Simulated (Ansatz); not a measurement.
CH$_{6}$B$_{2}$, SMILES `BCB`. Total charge 0; spin multiplicity 1.

```xyz
9

B    -1.067   -0.716   -0.127
C     0.438   -0.368   -0.264
B     0.671    1.070    0.268
H    -1.578   -0.730    0.956
H    -1.740   -0.959   -1.086
H     0.871   -0.573   -1.241
H     0.898   -0.988    0.528
H     1.091    1.936   -0.443
H     0.416    1.330    1.408
```

Give the diagnostics of a CCSD(T)/def2-TZVPP run (frozen core, Ansatz 0.2.0). (An estimate is asked.)

The calculation gave: T1 = 0.0115, largest single amplitude 0.023, largest double 0.017, (T) share of the correlation energy 3.3 %, 9 CCSD cycles. The RHF solution is stable towards an unrestricted one. T1 lies under the customary mark of 0.02 for closed shells.
